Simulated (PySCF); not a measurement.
PySCF single point, B3LYP/6-31G*, density fitting, COSMO implicit ethanol (electrostatics alone), on hydrogen cyanide, CHN (SMILES C#N), charge 0, multiplicity 1.

```python
from pyscf import gto, scf, dft
mol = gto.M(atom='''
C     -0.039646    -0.000450     0.000000
N      1.097971     0.000428    -0.000000
H     -1.097971     0.000450     0.000000
''', basis='6-31G*', charge=0, spin=0, verbose=3)
mf = dft.RKS(mol, xc='B3LYP')
mf = mf.density_fit()
mf = mf.PCM()
mf.with_solvent.method = 'COSMO'
mf.with_solvent.eps = 24.3
mf.max_cycle = 100
e = mf.kernel()
print('converged', mf.converged)
print('E_total', e)
print('nao', mol.nao)
print('HOMO', mf.mo_energy[mf.mo_occ > 0].max())
mf.dip_moment()
```

Output:

```

WARN: PCM is an experimental feature. It is still in testing.
Features and APIs may be changed in the future.

converged SCF energy = -93.4270338816017
converged True
E_total -93.42703388160172
nao 30
HOMO -0.3647679601526014
Dipole moment(X, Y, Z, Debye): -3.54651, -0.00043, -0.00000
```

The total energy is -2542.28 eV, -0.22 eV from the same level's vacuum run.
